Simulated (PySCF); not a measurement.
Cartesian coordinates (Å):
```xyz
4

Si     0.0000    -0.0018     0.3326
H     -0.7422    -1.2058    -0.1173
H      1.4159    -0.0390    -0.1111
H     -0.6737     1.2466    -0.1042
```
Charge 0, spin multiplicity 2.

What total energy, dipole moment and highest occupied spin orbital does r2SCAN-D4/def2-TZVP (PySCF) give?


| Item | Value |
|---|---|
| total energy | -291.2070 Ha |
| dipole moment | 0.05 D |
| highest occupied spin orbital | -5.65 eV |
